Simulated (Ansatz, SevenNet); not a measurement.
How well does each level of theory give the lattice constant a of antifluorite Mg2Sn?

Reference value: 6.766 Å (measured, temperature not stated, not corrected to a static lattice; as tabulated in Freccero, Grin, Wagner, Dalton Trans. (2023), ESI).

Problem. What do SevenNet-l3i5, LDA, PBE, PBEsol, PBE-D3(BJ), B3LYP (VWN-RPA form), Hartree–Fock give, and how far is each from the reference?

Solution. 
```
level (code)                   value (Å)  difference (%)
-----------------------------  ---------  --------------
SevenNet-l3i5                      6.813           +0.69
LDA (Ansatz)                       6.663           -1.52
PBE (Ansatz)                       6.816           +0.74
PBEsol (Ansatz)                    6.745           -0.31
PBE-D3(BJ) (Ansatz)                6.713           -0.78
B3LYP (VWN-RPA form) (Ansatz)      6.806           +0.59
Hartree–Fock (Ansatz)              6.888           +1.80
```

The reference's temperature isn't stated, so close values are not ranked against it. Off by more than 1.25 %, or 1.75 % on the side where a correction would as a rule narrow the miss (bounds picked here): Hartree–Fock (+1.80 %).

The reference isn't brought to a static lattice, while the calculations are for one, so the differences are not the levels' errors alone. A static lattice is as a rule a little smaller than the measured one.  Cutoffs and k meshes differ between the levels. Ansatz's density-functional and Hartree–Fock values are scalar-relativistic unless marked +SOC, with PAW data made under PBE.

Machine-learned potentials (SevenNet-l3i5) are trained on DFT data: a solid inside that data is no test of them.

Differences are worked out from the printed values.

Ansatz is an electronic-structure program.
